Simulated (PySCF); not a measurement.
Converging MgSi in the basis (HF)

PySCF, ROHF reference; triplet, unpaired electrons π ↑↑; De to Mg + Si without counterpoise correction.

| basis | relativity | functions | Re (Å) | ωe (cm⁻¹) | De (eV) | μ (D) |
| --- | --- | --- | --- | --- | --- | --- |
| pcseg-1 | no relativity | 28 | 2.949 | 127 | 0.13 | -3.60 |
| aug-pcseg-1 | no relativity | 41 | 2.860 | 150 | 0.18 | -3.33 |
| jorge-DZP-DKH | spin-free X2C | 48 | 2.806 | 160 | 0.19 | -3.09 |
| pcseg-2 | no relativity | 53 | 2.794 | 166 | 0.18 | -3.55 |
| aug-cc-pVDZ/aug-cc-pV(D+d)Z | no relativity | 59 | 2.764 | 178 | 0.23 | -3.38 |
| x2c-TZVPPall | spin-free X2C | 74 | 2.749 | 180 | 0.23 | -3.32 |

Q: How does each smaller set differ from the one with most functions, x2c-TZVPPall?

A: pcseg-1: +20.0 pm, -29.4 % in ωe, -0.10 eV in De; aug-pcseg-1: +11.1 pm, -16.7 % in ωe, -0.05 eV in De; jorge-DZP-DKH: +5.7 pm, -11.1 % in ωe, -0.04 eV in De; pcseg-2: +4.5 pm, -7.8 % in ωe, -0.05 eV in De; aug-cc-pVDZ/aug-cc-pV(D+d)Z: +1.5 pm, -1.1 % in ωe, +0.00 eV in De. All at HF; the set with most functions is neither the basis-set limit nor always the best. The rows treat relativity differently, so the differences are not basis effects alone.

A positive dipole means Mg(−)Si(+). UHF is strongly spin-contaminated for MgSi, so the ROHF reference used there is far from stable. Hartree–Fock leaves out correlation, which carries a large part of most bond energies and some tenths to 1 eV of ionisation energies. The state is the lowest determinant that a PBE0 search found; another state may lie lower at other levels.
